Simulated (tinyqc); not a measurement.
Starting guesses with DIIS over 6 matrices: SCF starting guesses in the sto-6g basis, for NH3+, spin multiplicity 2. Computed by the program tinyqc with PySCF. UHF with one setting changed at a time; a run stops when the energy changes by less than 1e-09 hartree and the error matrix is below 1e-5. Starts: the lowest orbitals of the core Hamiltonian, of the Wolfsberg-Helmholz matrix (K = 1.75), projected atomic densities, random orbitals, and the highest orbitals of the core Hamiltonian (a deliberately bad start).

Geometry (angstrom):
```
atom        x        y       z
N      0.0000   0.0000  0.0130
H      1.1110   0.0000  0.0000
H     -0.5550   0.9620  0.0000
H     -0.5550  -0.9620  0.0000
```

lowest solution found by these runs and by PySCF with stability checks = -55.729135 hartree

Largest element of the error matrix X^T (FDS - SDF) X:
```
iteration     core  Wolfsberg-Helmholz  atomic densities   random  highest core orbitals
1          3.4e-01             2.4e-01           4.5e-01  6.2e+00                1.1e-01
2          7.0e-02             4.0e-02           8.7e-02  2.7e-01                3.4e-01
3          7.3e-03             9.7e-03           1.3e-02  9.7e-02                3.3e-01
4          3.9e-03             3.8e-03           5.3e-03  6.8e-02                3.3e-01
5          1.5e-03             1.7e-03           2.7e-03  3.1e-02                3.4e-01
6          3.3e-04             5.1e-05           4.1e-04  6.2e-03                3.4e-01
8          3.8e-06             3.3e-06           6.2e-06  6.7e-04                5.2e-02
10               -                   -                 -  5.8e-05                6.1e-02
14               -                   -                 -        -                4.6e-04
```

How each run ends:
```
run                    iterations  E (hartree)         state
core                            9   -55.729135  lowest found
Wolfsberg-Helmholz              8   -55.729135  lowest found
atomic densities                9   -55.729135  lowest found
random                         13   -55.729135  lowest found
highest core orbitals          18   -55.445357        higher
```

What does the comparison show, and why?

4 of 5 runs reach the lowest solution found, in 8 to 13 iterations (fastest: Wolfsberg-Helmholz). Ending on a higher stationary point: highest core orbitals; a small error matrix cannot reveal that, and an occupation fixed by the start is kept by symmetry or by the shape of the basin. The first errors are 3e-01, 2e-01, 5e-01, 6e+00, 1e-01; the deliberately bad start has the smallest one, so a small first error does not mark a good start.
